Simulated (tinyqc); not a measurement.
Pariser-Parr-Pople SCF with singles CI, for the molecule C=CC=C (SMILES; centres numbered as the heavy atoms are written), step by step. One step of it, computed by the program tinyqc.

Task: PPP integrals. Mataga-Nishimoto: gamma = 14.399645/(R + a), a = 2 x 14.399645/(gamma_rr + gamma_ss); H_rr = -W_r - sum_(s != r) z_s gamma_rs; H_rs = beta for bonds.

Centres (angstrom, eV; a flat drawing with bonds scaled to 1.40 angstrom):
```
centre          x          y  core charge z          W   gamma_rr
1C      -1.848000  -0.127000              1  10.300000  10.000000
2C      -0.559000   0.421000              1  10.300000  10.000000
3C       0.559000  -0.421000              1  10.300000  10.000000
4C       1.848000   0.127000              1  10.300000  10.000000
```

Resonance integrals (eV):
```
i  j       beta
1  2  -2.110000
2  3  -2.110000
3  4  -2.110000
```

Give: repulsion gamma_rs; core matrix H.

Result:

repulsion gamma_rs (eV), order 1C, 2C, 3C, 4C:
$$\begin{pmatrix}
10.0000 & 5.0692 & 3.7258 & 2.7989 \\
5.0692 & 10.0000 & 5.0711 & 3.7258 \\
3.7258 & 5.0711 & 10.0000 & 5.0692 \\
2.7989 & 3.7258 & 5.0692 & 10.0000
\end{pmatrix}$$

core matrix H (eV), order 1C, 2C, 3C, 4C:
$$\begin{pmatrix}
-21.8939 & -2.1100 & 0.0000 & 0.0000 \\
-2.1100 & -24.1661 & -2.1100 & 0.0000 \\
0.0000 & -2.1100 & -24.1661 & -2.1100 \\
0.0000 & 0.0000 & -2.1100 & -21.8939
\end{pmatrix}$$
